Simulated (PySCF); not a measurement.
# Unknown compound

The spectra below were simulated for a compound C₁₂H₈N₂.

$^{1}$H NMR (300 MHz, computed): δ 8.78 (m, 4H), 8.00 (m, 4H).

$^{13}$C{$^{1}$H} NMR (computed): δ 150.2 (C), 137.8 (CH), 136.2 (CH).

Theory: spin–spin couplings from B3LYP/pcJ-1 (without the spin–dipole term), shieldings: GIAO HF/pcSseg-1, PBE0-D3(BJ)/def2-SVP geometry, in PySCF (fast rotation and ring inversion assumed for equivalent nuclei, one computed conformer, no solvent, relativity neglected).

δ = σ(ref) − σ, references computed at the same level: $^{1}$H (σ = 31.69 ppm) and $^{13}$C (σ = 190.85 ppm) vs TMS.

Propose a structure and justify it.

Answers


- Rings plus π bonds: 10 (3 rings in the answer).
- 3 carbon signals for 12 carbons: some carbons are equivalent by symmetry or fast rotation.
- Carbon types of the structure: 4 × C, 8 × CH, which accounts for all hydrogens.
- δC 150.2: ring-fusion aromatic carbon.
- δC 137.8, 136.2: aromatic CH; the aromatic region.
- δH 8.78, 8.00: hydrogen on an aromatic CH; ring-current deshielding.

These data were computed for Phenazine.

This is the structure that produced the data.

Multiplet labels drop couplings under 1 Hz and merge nearly equal ones. Couplings among chemically equivalent protons are left out too, so labels in AA′BB′ or AA′XX′ sets are apparent multiplicities. Unscaled 3J(H,H) at this level run about 10 % above measured values. Shifts are as computed. Against solution values, carbons near 30 ppm lie about -0 ppm off and those near 130 ppm about +7 ppm (rms about the fit 1.9 ppm; single classes can miss by 10 ppm). Of 1328 compounds with measured shifts, 309 miss one by over three times the rms of a fit or turn the order of signals round; such compounds aren't used in these exercises. Signals without a measured value on file couldn't be tested in this way.
